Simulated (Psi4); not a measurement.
**[HO2]− (hydroperoxide(1-)), run twice**

Wanted: the energy of [HO2]− (hydroperoxide(1-)), PW91/aug-cc-pVDZ (sfX2C, density fitting).

The calculation is run with Psi4 1.11.

### Step 1. The structure to begin with

[HO2]−: 3 atoms, total charge -1, spin state singlet. As SMILES, `[O-]O`. The coordinates come from a GFN2-xTB relaxation.

Bond lengths: O1–O2 1.458 Å, O2–H3 0.963 Å. Angles: O1–O2–H3 100.3°.

### Step 2. The input as first written

File input.inp:

```
memory 1.6 GB

molecule m {
  -1 1
  O
  O 1 1.45756
  H 2 0.963162 1 100.34289
  no_reorient
  no_com
}

set {
  basis        aug-cc-pVDZ
  scf_type     df
  maxiter      5
  relativistic x2c
}

energy("pw91")
```

Started as:

```console
psi4 -n 1 input.inp input.out
```

input.out:

```text
Psi4 1.11 release

Relativistic analytic gradients are not implemented yet, re-routing to finite differences.

   => Loading Basis Set <=

    Name: AUG-CC-PVDZ
    Role: ORBITAL
    Keyword: BASIS

         ---------------------------------------------------------
                                   SCF
                              RKS Reference
                        1 Threads,   1525 MiB Core
         ---------------------------------------------------------

  ==> Geometry <==

    Molecular point group: cs
    Full point group: Cs

    Geometry (in Angstrom), charge = -1, multiplicity = 1:

[... 84 lines left out ...]
    Weights Tolerance      =       1.00E-15
[... 59 lines left out ...]
    WARNING: The X2C and Dirac Hamiltonians have substatially different eigenvalues!
[... 21 lines left out ...]
                           Total Energy        Delta E     RMS |[F,P]|
[... 1 line left out ...]
   @DF-RKS iter SAD:  -150.51294175844964   -1.50513e+02   0.00000e+00
[... 6 lines left out ...]
   @DF-RKS iter   1:  -150.73183707664489   -2.18895e-01   1.88623e-02 DIIS/ADIIS
[... 6 lines left out ...]
   @DF-RKS iter   2:  -145.56009756820683    5.17174e+00   6.00205e-02 DIIS/ADIIS
[... 6 lines left out ...]
   @DF-RKS iter   3:  -150.95794657016077   -5.39785e+00   1.04258e-02 DIIS/ADIIS
    Occupation by irrep:
             Ap   App
    DOCC [     7,    2 ]
    NA   [     7,    2 ]
    NB   [     7,    2 ]

   @DF-RKS iter   4:  -149.89021308806173    1.06773e+00   2.85163e-02 DIIS/ADIIS
   @DF-RKS iter   5:  -151.02032716002620   -1.13011e+00   3.69904e-03 DIIS/ADIIS

PsiException: Could not converge SCF iterations in 5 iterations.

  Failed to converge.

psi4.driver.p4util.exceptions.SCFConvergenceError: Could not converge SCF iterations in 5 iterations.

Printing out the relevant lines from the Psithon --> Python processed input file:
    core.IO.set_default_namespace("m")
    core.set_global_option("BASIS", "aug-cc-pVDZ")
    core.set_global_option("SCF_TYPE", "df")
    core.set_global_option("MAXITER", 5)
    core.set_global_option("RELATIVISTIC", "x2c")
--> energy("pw91")

!-----------------------------------------------------!
!                                                     !
!  Could not converge SCF iterations in 5 iterations. !
!                                                     !
!-----------------------------------------------------!

    Psi4 run time: 0:00:01.49
```

Wall time 2.7 s (1 thread of Intel Xeon Platinum 8375C at 2.90GHz (Ice Lake), shared host); peak memory 0.32 GiB.

### Step 3. What went wrong

No converged result was reached.

The telling line is `Could not converge SCF iterations in 5 iterations.`. What is wrong: the iteration cap is too low for convergence. To mend it: SCF iteration cap at its default in place of 5.

### Step 4. Try two

File calc.in:

```
memory 1600 mb

molecule molecule1 {
  -1 1
  O
  O 1 1.45756
  H 2 0.963162 1 100.34289
  no_reorient
  no_com
}

set {
  basis aug-cc-pVDZ
  scf_type df
  relativistic x2c
}

e_tot, wfn = energy("pw91", return_wfn=True)
print_variables()
```

Started as:

```console
psi4 -n 1 calc.in calc.out
```

calc.out:

```text
[...]
  Running in cs symmetry.
[...]
  Nuclear repulsion =   29.875861129025232
[...]
  Multiplicity = 1
[...]
  Nalpha       = 9
  Nbeta        = 9
[...]
    Number of basis functions: 55
[...]
    WARNING: The X2C and Dirac Hamiltonians have substatially different eigenvalues!
             This is probably caused by the recontraction of the basis set.
[...]
   @DF-RKS iter   1:  -150.73183707664489   -2.18895e-01   1.88623e-02 ADIIS/DIIS
[...]
   @DF-RKS iter  11:  -151.03022831075657   -8.04988e-10   1.31688e-07 DIIS
[...]
    Orbital Energies [Eh]
    ---------------------
    Doubly Occupied:
       1Ap   -18.586170     2Ap   -18.501562     3Ap    -0.714635
       4Ap    -0.458242     5Ap    -0.177244     6Ap    -0.095569
       1App   -0.053585     7Ap     0.084366     2App    0.110828
[...]
  @DF-RKS Final Energy:  -151.03022831075657
   => Energetics <=
    Nuclear Repulsion Energy =             29.8758611290252318
    One-Electron Energy =                -272.4556590360775772
    Two-Electron Energy =                 109.1625836909170744
    DFT Exchange-Correlation Energy =     -17.6130140946213061
    Empirical Dispersion Energy =           0.0000000000000000
    VV10 Nonlocal Energy =                  0.0000000000000000
    Total Energy =                       -151.0302283107565700
[...]
 Multipole Moments:
 ------------------------------------------------------------------------------------
     Multipole            Electronic (a.u.)      Nuclear  (a.u.)        Total (a.u.)
 ------------------------------------------------------------------------------------
 L = 1.  Multiply by 2.5417464519 to convert [e a0] to [Debye]
 Dipole X            :         -0.3019688            0.8608554            0.5588866
 Dipole Y            :         -0.1281899           -0.8192380           -0.9474279
 Dipole Z            :          0.0000000            0.0000000            0.0000000
 Magnitude           :                                                    1.0999882
[...]
```

It took 3.6 s on 1 thread of Intel Xeon Platinum 8375C at 2.90GHz (Ice Lake), shared host; peak memory 0.31 GiB.

### Step 5. Outcome

Level: PW91/aug-cc-pVDZ (sfX2C, density fitting).

| quantity | value |
| --- | --- |
| total energy | -151.03023 Eh |
| HOMO energy | 3.02 eV |
| LUMO energy | 3.51 eV |
| HOMO–LUMO gap (to an unbound level, set by the basis) | 0.49 eV |

What this shows: The HOMO lies at positive energy, 3.02 eV, as semi-local functionals often give for anions; only total energies tell whether the electron is bound.
